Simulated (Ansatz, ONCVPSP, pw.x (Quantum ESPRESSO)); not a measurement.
pw.x on bcc W: one setting changed

Potential: optimised norm-conserving Vanderbilt (ONCV), ONCVPSP 4.0.1.1 (patched build), PBE; core [Kr] 4d10 4f14, reference 5s2 5p6 5d4 6s2; waves: 5s+6s: rc 1.60 bohr, ncon 4, nbas 7, qcut 9.5 1/bohr, 3 projectors, debl 1.4 Ha; 5p: rc 1.45 bohr, ncon 4, nbas 7, qcut 8.6 1/bohr, 2 projectors, debl 2.3 Ha; 5d: rc 2.20 bohr, ncon 3, nbas 8, qcut 6.2 1/bohr, 3 projectors, debl 2.8 Ha; local part: polynomial inside 1.25 bohr (lpopt 3, dvloc0 0 Ha); core correction: polynomial model core, fcfact 0.2.

The reference run (k-mesh 14³, cutoffs 80/320 Ry, Fermi–Dirac 0.01 Ry, mixing_beta 0.4, conv_thr 1e-9, no spin) gives -3.26 GPa at 16.130 Å³/atom, where all-electron LAPW gives 0.30 GPa. This run, with its own iteration cap, changes mixing_ndim to 16.

```
&control
  calculation='scf', prefix='x', pseudo_dir='./', outdir='./tmp', tstress=.true., disk_io='none'
/
&system
  ibrav=0, nat=1, ntyp=1, ecutwfc=80, ecutrho=320, nbnd=15,
  occupations='smearing', smearing='fd', degauss=0.01
/
&electrons
  conv_thr=1e-09, mixing_beta=0.4, electron_maxstep=50, mixing_ndim=16
/
ATOMIC_SPECIES
W 1.0 W.UPF
CELL_PARAMETERS angstrom
  -1.59168867 1.59168867 1.59168867
  1.59168867 -1.59168867 1.59168867
  1.59168867 1.59168867 -1.59168867
ATOMIC_POSITIONS crystal
W 0.0000 0.0000 0.0000
K_POINTS automatic
14 14 14 0 0 0
```

```bash
pw.x < W.scf.in > W.scf.out
```

**Question.** How does the run end?

**Answer.** It converges in 7 iterations; the free energy moves by +0.0 meV/atom and the pressure by +0.00 GPa. The result is that of the reference run.

```
Message from routine setup:
     using ibrav=0 with symmetry is DISCOURAGED, use correct ibrav instead
     lattice parameter (alat)  =       5.2098  a.u.
     unit-cell volume          =     108.8506 (a.u.)^3
     number of electrons       =        14.00
     number of Kohn-Sham states=           15
     kinetic-energy cutoff     =      80.0000  Ry
     charge density cutoff     =     320.0000  Ry
     scf convergence threshold =      1.0E-09
     Exchange-correlation= PBE
     number of k points=   104  Fermi-Dirac smearing, width (Ry)=  0.0100
     iteration #  1     ecut=    80.00 Ry     beta= 0.40
     total energy              =    -148.07924445 Ry
     estimated scf accuracy    <       0.04021687 Ry
     iteration #  2     ecut=    80.00 Ry     beta= 0.40
     total energy              =    -148.07983951 Ry
     estimated scf accuracy    <       0.00638090 Ry
     iteration #  3     ecut=    80.00 Ry     beta= 0.40
     total energy              =    -148.08065102 Ry
     estimated scf accuracy    <       0.00039108 Ry
     iteration #  4     ecut=    80.00 Ry     beta= 0.40
     total energy              =    -148.08067051 Ry
     estimated scf accuracy    <       0.00000706 Ry
     iteration #  5     ecut=    80.00 Ry     beta= 0.40
     total energy              =    -148.08067256 Ry
     estimated scf accuracy    <       0.00000014 Ry
     iteration #  6     ecut=    80.00 Ry     beta= 0.40
     total energy              =    -148.08067259 Ry
     estimated scf accuracy    <          8.3E-09 Ry
     iteration #  7     ecut=    80.00 Ry     beta= 0.40
     the Fermi energy is    22.1751 ev
!    total energy              =    -148.08067259 Ry
     estimated scf accuracy    <          9.3E-10 Ry
     smearing contrib. (-TS)   =      -0.00244910 Ry
     The total energy is F=E-TS. E is the sum of the following terms:
     one-electron contribution =     -15.81763544 Ry
     hartree contribution      =      15.92309937 Ry
     xc contribution           =     -29.61254634 Ry
     ewald contribution        =    -118.57114108 Ry
     convergence has been achieved in   7 iterations
          total   stress  (Ry/bohr**3)                   (kbar)     P=      -32.61
     Message from routine punch:
     Nothing written, as per user request (disk_io='none')
```

The run took about 40 s on one core of a shared host (Neoverse-N1, 64 threads, 124 GiB, load 59).
